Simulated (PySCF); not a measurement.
C₂H₃Si (charge -1).
SMILES: `C#C[SiH2-]`

The closed-shell ground state was solved at several levels (PySCF, density fitting, gas phase, non-relativistic). Isolated species at its PBE0-D3(BJ)/def2-SVP geometry, gas phase. Where the HOMO energy is positive, the finite basis confines the outermost electrons. No diffuse functions stand in pcSseg-1 and pcSseg-2, which bears on an anion's orbital energies.

| level | basis functions | HOMO (eV) | LUMO (eV) | gap (eV) |
| --- | --- | --- | --- | --- |
| PBE0/pcSseg-1 | 73 | -0.05 | 5.51 | 5.56 |
| CAM-B3LYP/def2-SVPD | 88 | -1.25 | 5.20 | 6.45 |

Problem. Estimate the row for KT2/pcSseg-2, a basis of 157 functions; the other rows only guide the guess.

Solution. HOMO 0.63 eV, LUMO 4.18 eV, gap 3.55 eV.

Problem. Over all these levels, which gives the widest orbital gap and which the narrowest?

Solution. CAM-B3LYP/def2-SVPD (range-separated hybrid) has the widest, 6.45 eV, and KT2/pcSseg-2 (GGA) the narrowest, 3.55 eV. Functional and basis both differ between the two, so the spread mixes both effects.
